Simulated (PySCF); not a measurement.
propane cation (C₃H₈), SMILES CCC (connectivity only; charge and spin as stated), charge +1, multiplicity 2.

Geometry: B3LYP-D3(BJ)/def2-SVP. The multiplicity is an assumed one; other spin states were not compared.

Two levels are set side by side: PBE/def2-TZVPD (PySCF) and M06-2X/def2-TZVPD (PySCF). Same geometry, gas phase. Differences are taken from unrounded values.

```tsv
quantity	M06-2X	PBE	PBE minus M06-2X
α-spin orbital gap (eV)	12.24	8.37	-3.86
β-spin orbital gap (eV)	6.12	2.10	-4.02
mean polarisability (bohr³)	42.9	43.9	1.0
```

Rough cost on one machine, each run with all the roots and properties that it gave: M06-2X against PBE about 2 times.
